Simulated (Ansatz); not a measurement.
Li₂PbGeS₄ (I-42m, No. 121; cell taken from a computed entry), treated with PBEsol (PAW; Ansatz, an electronic-structure program).

Run with plane-wave cutoff 520 eV, 8×8×8 k mesh, Fermi–Dirac smearing 0.01 eV, scalar-relativistic PAW data made under PBE.

Cell (relaxed with PBEsol):

Li2PbGeS4 is modelled in the tetragonal space group I-42m (No. 121), Pearson symbol tI16. Cell: a = b = 6.4974 Å, c = 7.6784 Å, α = β = γ = 90.00°. Li on 4d has 4 S at 2.434 Å. Ge on 2b is surrounded by 4 S at 2.222 Å (tetrahedral). Pb on 2a is coordinated by 8 S at 3.048–3.151 Å. S on 8i has 1 Ge at 2.222 Å and 2 Li at 2.434 Å and 2 Pb at 3.048–3.151 Å. (Neighbours: up to the widest gap in distance over summed covalent radii, below 1.35, at either atom; cation-cation and far metal-metal contacts left out.)
(The calculation used a cell of 8 atoms; values per cell refer to that cell.)

Problem. Predict the band gap, smallest direct gap on the k points sampled and Γ–Γ gap.

Solution. 
- band gap = 2.21 eV
- smallest direct gap on the k points sampled = 2.31 eV
- Γ–Γ gap = 4.28 eV

Spin–orbit coupling is not included; with these elements it can move the gap by several tenths of an eV or more.

Static lattice: no zero-point or thermal effects.

Cost on a shared machine: around 70 core-seconds (rough).
